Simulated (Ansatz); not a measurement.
Basis-set series for C₅H₈ (`C=CC1CC1`). Total charge 0; spin multiplicity 1. All single points use the PBE0-D4/def2-TZVP geometry. It is one conformer, not always the lowest.

Z-matrix (Å, degrees):
```
C
C 1 1.466
C 1 1.507 2 119.4
C 1 1.507 2 119.4 3 -69.2
H 1 1.085 2 115.1 3 145.4
C 2 1.327 1 125.2 3 -145.5
H 2 1.090 1 115.6 3 34.5
H 3 1.083 1 117.6 2 142.4
H 3 1.083 1 117.2 2 -0.2
H 4 1.083 1 117.2 2 0.2
H 4 1.083 1 117.6 2 -142.4
H 6 1.083 2 121.5 1 -180.0
H 6 1.085 2 121.4 1 0.0
```

```json
{"functional": "PBE0-D4", "basis": "def2-TZVPP", "functions": "267", "energy (Eh)": "-195.12945", "HOMO (eV)": "-6.86", "LUMO (eV)": "0.43"}
{"functional": "PBE0-D4", "basis": "def2-QZVPP", "functions": "525", "energy (Eh)": "-195.14028", "HOMO (eV)": "-6.88", "LUMO (eV)": "0.34"}
{"functional": "ωB97M-V", "basis": "def2-TZVPP", "functions": "267", "energy (Eh)": "-195.26077", "HOMO (eV)": "-9.05", "LUMO (eV)": "2.49"}
{"functional": "ωB97M-V", "basis": "def2-QZVPP", "functions": "525", "energy (Eh)": "-195.27112", "HOMO (eV)": "-9.06", "LUMO (eV)": "2.13"}
```

Question: Give the rows for def2-SVP. (An estimate is asked.)

Answer: Computed: 
```tsv
functional	basis	functions	energy (Eh)	HOMO (eV)	LUMO (eV)
PBE0-D4	def2-SVP	110	-194.91963	-6.83	0.64
ωB97M-V	def2-SVP	110	-195.03848	-9.02	2.83
```

Positive LUMOs are unbound and depend on the basis.
